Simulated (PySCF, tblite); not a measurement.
# CH4O3, a small molecule taken as a stand-in for a surface group (C site with back bonds O, O, O): NMR shifts, core binding energies and electronic excitations

What NMR shifts, core binding energies and electronic excitations should one expect for `OC(O)O`?

Computed with tblite 0.8.0 and PySCF 2.14.0; each step states its level. No surroundings beyond the atoms listed, unless a continuum is named. Atoms count from 0, parts from 1.

## Step 1: The system as given

8 atoms, charge 0, multiplicity 1; geometry: distance geometry start.

## Step 2: Geometry optimisation with GFN2-xTB

What the job is given:

```
{"job": {"kind": "relax", "xc": "GFN2-xTB", "basis": "xTB"}, "charge": 0, "multiplicity": 1}
C      0.152439    -0.109356    -0.509459
O     -0.425399     1.125468    -0.339982
O      1.355994    -0.296859     0.127917
O     -0.826469    -1.058912    -0.113425
H      0.310713    -0.254928    -1.614553
H     -0.804290     1.279972     0.577897
H      1.409442     0.090756     1.020842
H     -1.204929    -0.821780     0.782686
```

Level: GFN2-xTB geometry optimisation, gas phase.

Command:

```
OMP_NUM_THREADS=1 python cluster_run.py task.json out
```

One launch serves the whole session: the jobs run in the order shown.

**Question.** The jobs that follow are: PBE0-D3(BJ)/def2-SVP geometry optimisation, gas phase; GIAO PBE0/pcSseg-2 NMR shielding, non-relativistic, gas phase; delta-SCF UKS SCAN, pcX-2 on the ionised atom, pcseg-1 elsewhere, spin-free X2C; TDDFT CAM-B3LYP/def2-SVPD, vertical, gas phase, core orbitals frozen in the response. Predict: point group; rotational constants (main isotopes); $^{13}$C shifts against TMS (PBE0/pcSseg-2); $^{1}$H shifts against TMS (PBE0/pcSseg-2, means over atoms taken as alike); $^{17}$O shifts against H2O (PBE0/pcSseg-2, means over atoms taken as alike); C1s binding energies, SCAN/pcX-2; O1s binding energies, SCAN/pcX-2; lowest singlet (CAM-B3LYP/def2-SVPD); brightest single state of those computed; lowest triplet; vertical ionisation energy (ΔSCF).

As calculated:

| quantity | value |
| --- | --- |
| point group | C3 |
| rotational constants (main isotopes) | 10.00, 9.99, 5.61 GHz |
| $^{13}$C shifts against TMS (PBE0/pcSseg-2) | 107.8 ppm |
| $^{1}$H shifts against TMS (PBE0/pcSseg-2, means over atoms taken as alike) | 5.88, 2.33 ppm |
| $^{17}$O shifts against H2O (PBE0/pcSseg-2, means over atoms taken as alike) | 127.4 ppm |
| C1s binding energies, SCAN/pcX-2 | C0 295.63 eV |
| O1s binding energies, SCAN/pcX-2 | O1 539.50 eV |
| lowest singlet (CAM-B3LYP/def2-SVPD) | 7.86 eV (158 nm), f = 0.050 |
| brightest single state of those computed | state 4, 9.05 eV, f = 0.072 |
| lowest triplet | 7.54 eV |
| vertical ionisation energy (ΔSCF) | 11.38 eV |

What this shows: Over 8 steps the energy fell by 0.322 eV; of the close pairs, C0–O2 changed most, 1.340 to 1.388 Å (PBE0/def2-SVP). At PBE0/pcSseg-2: The widest tensor belongs to O1, O2, O3: span 183 ppm, with a paramagnetic part of -189 ppm. The lowest singlet, at 7.86 eV, is HOMO→LUMO 0.91 and is weak; of the 6 states computed, the strongest absorption comes from states 4 to 6 together at 9.05 eV (the last computed, so partners may be missing). The lowest triplet lies 0.32 eV below the lowest singlet (triplets in Tamm-Dancoff, singlets in full TDDFT). ΔSCF puts the ionisation energy at 11.38 eV, 1.23 eV above −ε(HOMO).
